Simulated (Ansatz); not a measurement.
# Nickel, fcc: HSE06 at the PBE geometry

How do the levels and moments change when part of the exchange is made exact, and what does it cost? The geometry was relaxed under PBE beforehand and is kept. Exact exchange is dear, so the k-mesh is coarse, and PBE is run on the same mesh for comparison.

Computed with Ansatz 0.2.0 (DFT, plane waves (420 eV) with PBE-made PAW files, scalar-relativistic; functionals as named at each step, unless a step says otherwise).

### 1 The structure to begin with

It takes space group Fm-3m (No. 225, cubic). Conventional cell: a = 3.519 Å, b = 3.519 Å, c = 3.519 Å, α = 90.00°, β = 90.00°, γ = 90.00°. Ni (site symmetry m-3m) has 12 Ni at 2.49 Å as nearest neighbours.

As a file:

```cif
data_structure
_symmetry_space_group_name_H-M 'P 1'
_symmetry_Int_Tables_number 1
_cell_length_a 2.4886
_cell_length_b 2.4886
_cell_length_c 2.4886
_cell_angle_alpha 60.000
_cell_angle_beta 60.000
_cell_angle_gamma 60.000
_cell_volume 10.90
loop_
_atom_site_label
_atom_site_type_symbol
_atom_site_fract_x
_atom_site_fract_y
_atom_site_fract_z
_atom_site_occupancy
Ni1 Ni 0.00000 0.00000 0.00000 1
```

The atoms start with moments of +0.67 μB.

### 2 PBE, coarse mesh

The run with PBE.

input.yaml

```yaml
crystal:
  lattice:
    - [0.0, 1.7596893146, 1.7596893146]
    - [1.7596893146, 0.0, 1.7596893146]
    - [1.7596893146, 1.7596893146, 0.0]
  atoms:
    - { symbol: Ni, position: [0.0, 0.0, 0.0], spin: 0.672 }
hamiltonian:
  xc: pbe
  pseudopotentials:
    kind: paw
    azcp:
      Ni: "pseudopotentials/Ni.paw.azcp"
basis:
  ecutwfc: 420
  fft_grid_basis: typed
kpoints:
  mp_grid: { grid: [8, 8, 8], shift: [0, 0, 0] }
magnetization:
  spin_polarized: true
scf:
  occupations: { method: fermi_dirac, width: 0.1 }
```

The log of the run, shortened:

```text
Warning: RAYON_NUM_THREADS=4 ignored (pool sized by the plan → 4); use --threads N
[...]
Pseudopotentials: kind: paw
Pseudopotential: Ni, paw, valence charge 18, recommended cutoff 420 eV (normal), <dir>
Functional definition: PBE
[...]
Crystal: 1 atoms, lattice volume = 10.898 Å³
Basis set: ecut = 420 eV, 181 PW (Γ)
Bands: 14, of which v1, the nominal top of the filled ones, is band 9 counted from 1 (8 counted from 0)
Symmetry: 48 space group operations
Space group: Fm-3m (ITA 225), of the structure as read, at distance tolerance 2.2e-5 Å
Magnetic group: BNS 225.116 (UNI 1618), of the structure as read, at distance tolerance 2.2e-5 Å
k-points: 29 of 512
[...]
Starting moments: Σ|m| = 0.672 μB on 1 of 1 site
[...]
SCF iter   1: F=—  HF=-5839.010269 eV  |F-HF|=—  |Δ(HF+E_count)|=         —  Δρ=7.81e-2 (↑2.15e-2 ↓7.81e-2)  dr2=6.46e-1  dr2_m=8.32e-2  M=0.715 μB ∫|m|=0.776 μB  β_m=0.30  ethr=3.10e-3  ⟨swp⟩=5.2  Hψ=4206  notcnv=0
[...]
SCF iter  10: F=-5839.750179 eV  HF=-5839.750179 eV  |F-HF|=4.44e-9  |Δ(HF+E_count)|=  2.22e-10  Δρ=5.80e-6 (↑3.47e-6 ↓5.80e-6)  dr2=5.68e-9  dr2_m=1.37e-10  M=0.694 μB ∫|m|=0.781 μB  ethr=9.99e-11  ⟨swp⟩=1.2  Hψ=2139  notcnv=0
[...]
SCF converged after 10 iterations
Magnetization: 0.6944 μB (9.3472 up, 8.6528 down)
Absolute magnetization: 0.7816 μB (∫|ρ↑−ρ↓|, with the PAW one-centre terms)
Spin contamination: 0.0071 ħ² per cell (⟨S²⟩ above its minimum at these occupations)
Per-site moments (μB) at R_I (Å): [(0.7320938887096025, 1.0265378038865138)]
Free energy (F): -5839.750179 eV
[...]
E sigma→0 (E₀):  -5839.723422 eV
Entropy (-TS):   -0.053514 eV (-53.514 meV/atom)
Fermi energy:    18.137124 eV
[...]
```

Wall time 0.32 s (4 threads of an x86-64 CPU, shared host); peak memory 0.3 GiB.

### 3 HSE06 on the coarse mesh

The run with HSE06.

Changes to input.yaml since step 2:

```diff
@@ -8,3 +8,3 @@
 hamiltonian:
-  xc: pbe
+  xc: hse06
   pseudopotentials:
```

The log of the run, shortened:

```text
Warning: RAYON_NUM_THREADS=4 ignored (pool sized by the plan → 4); use --threads N
[...]
Pseudopotentials: kind: paw
Pseudopotential: Ni, paw, valence charge 18, recommended cutoff 420 eV (normal), <dir>
Functional definition: HSE06
[...]
Crystal: 1 atoms, lattice volume = 10.898 Å³
Basis set: ecut = 420 eV, 181 PW (Γ)
Bands: 14, of which v1, the nominal top of the filled ones, is band 9 counted from 1 (8 counted from 0)
Symmetry: 48 space group operations
Space group: Fm-3m (ITA 225), of the structure as read, at distance tolerance 2.2e-5 Å
Magnetic group: BNS 225.116 (UNI 1618), of the structure as read, at distance tolerance 2.2e-5 Å
k-points: 29 of 512
[...]
Starting moments: Σ|m| = 0.672 μB on 1 of 1 site
[...]
hybrid SCF converged: 3 outer / 19 inner (+11 warm-up), last move |dexx| = 1.43e-7 eV, tail = 2.29e-7 eV
Magnetization: 0.7771 μB (9.3885 up, 8.6115 down)
Absolute magnetization: 1.1260 μB (∫|ρ↑−ρ↓|, with the PAW one-centre terms)
Spin contamination: 0.0644 ħ² per cell (⟨S²⟩ above its minimum at these occupations)
Per-site moments (μB) at R_I (Å): [(0.9014925777116243, 1.0265378038865138)]
Free energy (F): -5837.645753 eV
Frozen-core exchange: fock
[...]
E sigma→0 (E₀):  -5837.628118 eV
Entropy (-TS):   -0.035270 eV (-35.270 meV/atom)
Fermi energy:    18.116664 eV
[...]
--- Band table (eV; the first three rows and the last of 58) ---
  k-point 0 ↑: bands = ["-92.1907", "-50.8874", "-50.8874", "-50.8874", "7.9429", "13.3526", "13.3526", "13.3526", "14.7712", "14.7712", "42.7328", "46.8860"]
[...]
  guard bands above this table: 2 of the run's 14 bands. The solve was not asked for them (output.publish_guard_bands: true or output.eigenvalues: true publishes all)
```

Run time: 4.2 s. Hardware: 4 threads of an x86-64 CPU, shared host; peak memory 0.71 GiB.

### 4 Side by side

| functional | gap on the mesh | Fermi energy (eV) | magnetic state | SCF cycles | exchange loops | CPU time |
| --- | --- | --- | --- | --- | --- | --- |
| PBE | none (levels filled in part) | 18.137 | ferromagnetic, up to 0.73 μB per atom | 10 | - | 0.73 s |
| HSE06 | none (levels filled in part) | 18.117 | ferromagnetic, up to 0.90 μB per atom | 30 | 3 | 13 s |

### 5 Outcome

| quantity | value |
| --- | --- |
| PBE: gap | none (levels filled in part) |
| PBE: magnetic state | ferromagnetic, up to 0.73 μB per atom |
| HSE06: gap | none (levels filled in part) |
| HSE06: magnetic state | ferromagnetic, up to 0.90 μB per atom |
| HSE06: SCF cycles, exchange loops | 30, 3 |
| HSE06: CPU time over that of PBE | 18 |

What this shows: Neither PBE nor HSE06 shows a clean gap on this mesh. The largest moment goes from 0.73 to 0.90 μB; exact exchange favours larger moments in itinerant magnets. The hybrid took 18 times as much CPU time as PBE on the same settings. The exchange operator of HSE06 was renewed in 3 outer loops. Absolute energies differ from functional to functional, by eV per atom at times, and say nothing by themselves.
